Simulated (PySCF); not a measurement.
Structure from 2D NMR

Compound of formula C$_{3}$H$_{5}$N$_{3}$. Correlations simulated from computed shifts and couplings:

HSQC (one-bond C–H):
```csv
δH,δC,"¹J(C,H) (Hz)"
7.83,139.1,201
7.56,129.1,196
4.25,36.2,144
```

HMBC (two and three bonds, |J| ≥ 2.5 Hz):
```csv
δH,δC [abs. J in Hz]
7.83,129.1 [17.5]
7.56,139.1 [11.0]
4.25,129.1 [2.6]
```

[PySCF 2.14: spin–spin couplings from B3LYP/pcJ-1 (spin–dipole term only in couplings to heteroatoms); geometry: GFN2-xTB; PBE0/pcSseg-1 with gauge-including orbitals; gas phase; no relativistic terms; a single conformation; equivalent nuclei averaged]

Scale: ¹H, ¹³C vs TMS (reference shieldings calculated alike).

Exchangeable hydrogens are left out of these lists, and C,H couplings along chains are those of one rotamer, so weak HMBC peaks may be missing or extra.

Task: Work out the connectivity.

Result: `InChI=1S/C3H5N3/c1-6-3-2-4-5-6/h2-3H,1H3`.

Structure with atom numbers: `[CH3:1][n:2]1[cH:3][cH:4][n:5][n:6]1`. Hydrogens are named by the atom that carries them.

1. δC 139.1 is C4, an aromatic CH next to a ring nitrogen (δH 7.83).
2. δC 129.1 is C3, an aromatic CH next to a ring nitrogen (δH 7.56).
3. δC 36.2 is C1, a methyl carbon bonded to N (δH 4.25).

The data come from this structure; uniqueness wasn't tested.

Unscaled 3J(H,H) at this level run about 10 % above measured values. Shifts are as computed. Against solution values, carbons near 30 ppm lie about +3 ppm off and those near 130 ppm about +5 ppm. Of 1211 compounds with measured shifts, 218 miss one by over three times the rms of a fit or turn the order of signals round; such compounds aren't used in these exercises.
